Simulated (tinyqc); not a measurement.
Inside a calculation. Method: CCSD on RHF in the sto-6g basis, for H3O+, spin multiplicity 1. One step of it, computed by the program tinyqc.

Problem. CCSD: starting amplitudes. t_ij^ab = <ij||ab> / (e_i + e_j - e_a - e_b), whose energy is MP2.

orbital energies (hartree): MO1 -21.043697, MO2 -1.676840, MO3 -1.008989, MO4 -1.008986, MO5 -0.844960, MO6 -0.010605, MO7 0.209124, MO8 0.209137

Two-electron integrals over orbitals (pq|rs), unique and non-zero (hartree):
```
(11|11) 4.762464    (21|11) -0.443565   (21|21) 0.066452    (22|11) 1.041937
(22|21) -0.017496   (22|22) 0.720930    (31|11) 0.000007    (31|21) -8.95e-07
(31|22) 8.16e-07    (31|31) 0.013914    (32|11) -3.42e-06   (32|21) 4.67e-07
(32|22) 2.55e-06    (32|31) 0.020466    (32|32) 0.134094    (33|11) 0.842806
(33|21) -0.006154   (33|22) 0.643377    (33|31) 0.002237    (33|32) 0.033934
(33|33) 0.642537    (41|41) 0.013914    (42|41) 0.020466    (42|42) 0.134092
(43|41) -0.002237   (43|42) -0.033937   (43|43) 0.041517    (44|11) 0.842803
(44|21) -0.006154   (44|22) 0.643373    (44|31) -0.002237   (44|32) -0.033937
(44|33) 0.559503    (44|44) 0.642534    (51|11) -0.006936   (51|21) 0.000879
(51|22) -0.000745   (51|31) -2.19e-08   (51|33) -0.000201   (51|44) -0.000201
(51|51) 0.026691    (52|11) 0.004309    (52|21) -0.000432   (52|22) -0.000634
(52|32) -1.18e-08   (52|33) 0.000420    (52|44) 0.000420    (52|51) 0.033553
(52|52) 0.153987    (53|11) -2.87e-07   (53|21) 1.28e-08    (53|22) -1.01e-07
(53|31) 0.000200    (53|32) 0.000070    (53|33) -0.000443   (53|44) 0.000443
(53|51) -5.11e-07   (53|52) -1.79e-06   (53|53) 0.031651    (54|41) 0.000200
(54|42) 0.000070    (54|43) 0.000443    (54|54) 0.031651    (55|11) 1.116952
(55|21) -0.011591   (55|22) 0.760800    (55|31) 1.80e-07    (55|32) -1.63e-06
(55|33) 0.646541    (55|44) 0.646539    (55|51) 0.000828    (55|52) 0.005815
(55|53) -2.37e-07   (55|55) 0.880573    (61|11) -0.289125   (61|21) 0.043823
(61|22) -0.011304   (61|31) -1.56e-06   (61|32) -1.08e-06   (61|33) -0.003930
(61|44) -0.003930   (61|51) 0.000075    (61|52) -0.000893   (61|55) -0.006937
(61|61) 0.028928    (62|11) 0.328717    (62|21) -0.011587   (62|22) 0.135383
(62|31) -6.66e-07   (62|32) -4.64e-06   (62|33) 0.091804    (62|44) 0.091803
(62|51) -0.000895   (62|52) -0.001831   (62|53) -8.52e-08   (62|55) 0.167905
(62|61) -0.007348   (62|62) 0.068435    (63|11) -0.000028   (63|21) 6.36e-07
(63|22) -0.000014   (63|31) 0.006147    (63|32) -0.014814   (63|33) -0.029148
(63|44) 0.029127    (63|51) 6.30e-09    (63|52) -1.48e-07   (63|53) 0.000602
(63|55) -0.000016   (63|61) -1.36e-08   (63|62) -0.000008   (63|63) 0.059548
(64|41) 0.006147    (64|42) -0.014819   (64|43) 0.029139    (64|54) 0.000602
(64|64) 0.059557    (65|11) -0.009030   (65|21) -0.000047   (65|22) -0.005496
(65|31) -2.59e-08   (65|32) -1.54e-07   (65|33) -0.003011   (65|44) -0.003011
(65|51) 0.018623    (65|52) 0.069761    (65|53) -2.47e-06   (65|55) -0.004569
(65|61) -0.000384   (65|62) -0.003704   (65|63) 3.27e-07    (65|65) 0.036244
(66|11) 0.606284    (66|21) -0.007773   (66|22) 0.483241    (66|31) -1.28e-06
(66|32) -0.000012   (66|33) 0.474949    (66|44) 0.474962    (66|51) -0.001036
(66|52) -0.003752   (66|53) 2.02e-07    (66|55) 0.484312    (66|61) -0.004908
(66|62) 0.029910    (66|63) 0.000006    (66|65) -0.002573   (66|66) 0.440619
(71|41) 0.015844    (71|42) 0.022184    (71|43) -0.002196   (71|54) 0.000229
(71|64) 0.006744    (71|71) 0.018064    (72|41) 0.015347    (72|42) 0.056548
(72|43) 0.008991    (72|54) 0.001039    (72|64) 0.035750    (72|71) 0.016776
(72|72) 0.056155    (73|41) 0.002440    (73|42) 0.036133    (73|43) -0.005905
(73|54) -0.000476   (73|64) -0.028964   (73|71) 0.002843    (73|72) 0.000269
(73|73) 0.033547    (74|11) 0.376746    (74|21) -0.006802   (74|22) 0.177652
(74|31) 0.002441    (74|32) 0.036133    (74|33) 0.133786    (74|44) 0.121977
(74|51) 0.000026    (74|52) 0.002233    (74|53) -0.000476   (74|55) 0.200380
(74|61) -0.004222   (74|62) 0.085720    (74|63) -0.028968   (74|65) -0.002399
(74|66) 0.033702    (74|74) 0.150323    (75|41) 0.000348    (75|42) 0.002274
(75|43) -0.000824   (75|54) 0.023417    (75|64) -0.001168   (75|71) 0.000390
(75|72) 0.000705    (75|73) 0.000903    (75|75) 0.020499    (76|41) 0.012351
(76|42) 0.098719    (76|43) -0.046315   (76|54) -0.001158   (76|64) -0.059592
(76|71) 0.013628    (76|72) 0.008713    (76|73) 0.051831    (76|75) 0.002068
(76|76) 0.128837    (77|11) 0.776791    (77|21) -0.007699   (77|22) 0.569764
(77|31) -0.000564   (77|32) -0.029880   (77|33) 0.505438    (77|44) 0.581306
(77|51) -0.000140   (77|52) 0.000368    (77|53) 0.000765    (77|55) 0.572684
(77|61) -0.004708   (77|62) 0.068056    (77|63) 0.045109    (77|65) -0.001891
(77|66) 0.464425    (77|74) 0.070994    (77|77) 0.565681    (81|11) 0.000023
(81|21) -3.67e-06   (81|22) 3.05e-07    (81|31) -0.015844   (81|32) -0.022184
(81|33) -0.002195   (81|44) 0.002196    (81|51) -2.38e-08   (81|52) 4.46e-08
(81|53) -0.000229   (81|55) 5.27e-07    (81|61) -1.32e-06   (81|62) 1.50e-06
(81|63) -0.006745   (81|65) 4.22e-08    (81|66) 1.94e-06    (81|74) -0.002843
(81|77) 0.000522    (81|81) 0.018064    (82|11) -0.000029   (82|21) 8.05e-07
(82|22) -0.000013   (82|31) -0.015347   (82|32) -0.056546   (82|33) 0.008986
(82|44) -0.009001   (82|51) 4.91e-08    (82|52) 2.59e-08    (82|53) -0.001039
(82|55) -0.000014   (82|61) 1.55e-06    (82|62) -2.81e-06   (82|63) -0.035751
(82|65) 2.82e-07    (82|66) -2.43e-06   (82|74) -0.000276   (82|77) -0.018547
(82|81) 0.016776    (82|82) 0.056155    (83|11) -0.376744   (83|21) 0.006802
(83|22) -0.177648   (83|31) 0.002440    (83|32) 0.036139    (83|33) -0.121974
(83|44) -0.133786   (83|51) -0.000026   (83|52) -0.002233   (83|53) -0.000476
(83|55) -0.200378   (83|61) 0.004221    (83|62) -0.085721   (83|63) -0.028954
(83|65) 0.002398    (83|66) -0.033715   (83|74) -0.084874   (83|77) -0.106427
(83|81) -0.002843   (83|82) -0.000260   (83|83) 0.150327    (84|41) -0.002441
(84|42) -0.036134   (84|43) 0.005903    (84|54) 0.000476    (84|64) 0.028960
(84|71) -0.002844   (84|72) -0.000272   (84|73) -0.031899   (84|75) -0.000903
(84|76) -0.051829   (84|84) 0.033544    (85|11) 2.37e-07    (85|21) 6.72e-09
(85|22) 1.28e-07    (85|31) -0.000348   (85|32) -0.002274   (85|33) -0.000824
(85|44) 0.000824    (85|51) -1.43e-06   (85|52) -0.000005   (85|53) -0.023417
(85|55) 4.03e-08    (85|61) 5.53e-08    (85|62) 2.28e-07    (85|63) 0.001168
(85|65) -1.51e-06   (85|66) 4.25e-07    (85|74) -0.000903   (85|77) 0.000984
(85|81) 0.000390    (85|82) 0.000705    (85|83) -0.000903   (85|85) 0.020499
(86|11) 3.88e-06    (86|21) 4.24e-08    (86|22) -3.56e-07   (86|31) -0.012351
(86|32) -0.098715   (86|33) -0.046305   (86|44) 0.046310    (86|51) 5.65e-08
(86|52) 2.05e-07    (86|53) 0.001158    (86|55) 1.88e-06    (86|61) 8.79e-07
(86|62) 2.26e-06    (86|63) 0.059578    (86|65) 2.88e-07    (86|66) 0.000018
(86|74) -0.051827   (86|77) 0.063186    (86|81) 0.013628    (86|82) 0.008714
(86|83) -0.051836   (86|85) 0.002068    (86|86) 0.128818    (87|41) 0.000563
(87|42) 0.029873    (87|43) -0.037932   (87|54) -0.000765   (87|64) -0.045116
(87|71) 0.000521    (87|72) -0.018541   (87|73) 0.017712    (87|75) 0.000984
(87|76) 0.063184    (87|84) -0.017710   (87|87) 0.048926    (88|11) 0.776794
(88|21) -0.007699   (88|22) 0.569768    (88|31) 0.000566    (88|32) 0.029894
(88|33) 0.581315    (88|44) 0.505432    (88|51) -0.000140   (88|52) 0.000368
(88|53) -0.000765   (88|55) 0.572686    (88|61) -0.004708   (88|62) 0.068057
(88|63) -0.045130   (88|65) -0.001892   (88|66) 0.464409    (88|74) 0.106433
(88|77) 0.467807    (88|81) -0.000524   (88|82) 0.018533    (88|83) -0.070983
(88|85) -0.000984   (88|86) -0.063200   (88|88) 0.565700
```

Give: Starting amplitudes; correlation energy.

Solution.

Starting amplitudes (spin orbitals 1a, 1b, ...; amplitudes related by a flip of all spins are not repeated; the 24 largest):
```
from      to        t
3a 3b  8a 8b  -0.0617
4a 4b  7a 7b  -0.0617
3a 4b  7b 8a  -0.0348
4a 4b  6a 6b  -0.0298
3a 3b  6a 6b  -0.0298
2a 4b  6a 7b  -0.0297
2a 3b  6a 8b   0.0297
3a 4a  7a 8a  -0.0217
5a 5b  6a 6b  -0.0217
2a 2b  6a 6b  -0.0205
2a 4a  6a 7a  -0.0173
2a 3a  6a 8a   0.0173
2a 2b  7a 7b  -0.0149
2a 2b  8a 8b  -0.0149
3a 3b  7a 7b  -0.0138
4a 4b  8a 8b  -0.0138
3a 4b  7a 8b   0.0131
3a 4b  6a 7b   0.0131
3a 4b  6b 7a  -0.0131
4a 4b  6a 8b  -0.0131
3a 3b  6a 8b   0.0131
2a 3b  6b 8a  -0.0124
2a 4b  6b 7a   0.0124
5a 5b  7a 7b  -0.0097
```

correlation energy = -0.054952 hartree
